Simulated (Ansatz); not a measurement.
Reaction (atomization): `C=COCCC` → 5 C• + 10 H• + O•

Calculated with Ansatz (gas phase, PBE0-D4/def2-TZVP geometries, no zero-point term in ΔE). CCSD(T)/CBS adds triple-zeta CCSD(T) − MP2 to the extrapolated MP2 energy (def2 sets, frozen cores). This one scheme is used for every species, atoms too. DFT in def2-TZVPP. Open shells (•) are unrestricted, without spin–orbit coupling. Spin–orbit coupling would lower the free atoms: a little for C, O. One conformer a species, not always the lowest.

```tsv
level	ΔE (eV)
r2SCAN-D4	67.20
PBE0-D4	67.46
B2PLYP	66.41
PBE	68.27
SCS-MP2/def2-TZVPP	66.05
CCSD(T)/def2-TZVPP	65.46
MP2/def2-QZVPP	67.22
SCS-MP2/def2-QZVPP	67.03
```

Q: What does CCSD(T)/CBS give? (Best estimate.)

A: The calculation gave: +66.95 eV. The listed levels differ from it by 0.25, 0.51, -0.54, 1.32, -0.90, -1.49, 0.27, 0.08 eV.

Largest T1 diagnostic among the species: 0.011.

In def2-TZVPP, CCSD(T) changes the Hartree–Fock value by +15.80 eV (the triples alone add +0.92 eV) and MP2 by +16.69 eV; breaking electron pairs costs correlation energy, which Hartree–Fock lacks. From PBE to PBE0 (25 % exact exchange), in def2-TZVPP and without D4, ΔE moves by −1.06 eV: exact exchange takes away binding that semilocal exchange gives to molecules.

For atomizations the MP2-based limit and the directly extrapolated one differ by several kJ/mol either way, and by 10 to 25 for some Ge, Se and Sn compounds, so smaller differences from it don't rank the levels.
